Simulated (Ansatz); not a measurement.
Born–Oppenheimer molecular dynamics of AlH$_{3}$O$_{2}$ (6 atoms, charge 0, multiplicity 1). It starts at the highest image of a converged band. Of that band: Neighbouring images differ by up to 1.6 eV, so the band resolves the path poorly. A vibrational analysis at the climbing image gives one clearly imaginary mode, 1419i cm⁻¹: a first-order saddle point.

Theory: RKS PBE0-D4/cc-pVDZ in Ansatz.

```
ensemble                      : NVE (velocity Verlet)
time step                     : 0.5 fs
steps asked                   : 200
starting velocities drawn for : 300 K
seed                          : 5629
```

First frame:

```xyz
6
Properties=species:S:1:pos:R:3
Al -0.188 0.022 0.508
H 1.167 -0.110 1.548
O 1.651 -0.070 0.252
H 2.206 -0.771 -0.141
O -1.101 -0.419 -0.900
H -2.062 -0.451 -0.911
```

Question: How far do the bonds stretch over the last three quarters of this one trajectory? (Pairs bonded in most of those frames.)

Answer: 
```tsv
bond	mean (Å)	spread (Å)	shortest	longest
Al1–H2	1.754	0.172	1.43	1.97
Al1–O3	1.773	0.124	1.58	1.94
Al1–O5	1.747	0.078	1.61	1.87
O3–H4	0.970	0.021	0.93	1.01
O5–H6	0.968	0.006	0.96	0.98
```

Mean temperature of the second half: 2956 K. The conserved energy stayed within 0.41 meV per atom of its start (net change -0.21 meV per atom), so the integration is sound. The kinetic energy rose, since the run started high on the potential surface and went downhill. A run of 0.1 ps of so small a system gives no equilibrium averages. The orbitals stay closed-shell, which can raise the energy where a bond breaks towards radicals; this wasn't checked here.

Run time: 5 min on 1 thread of Arm Neoverse V1 (shared host), peak memory 0.094 GiB.
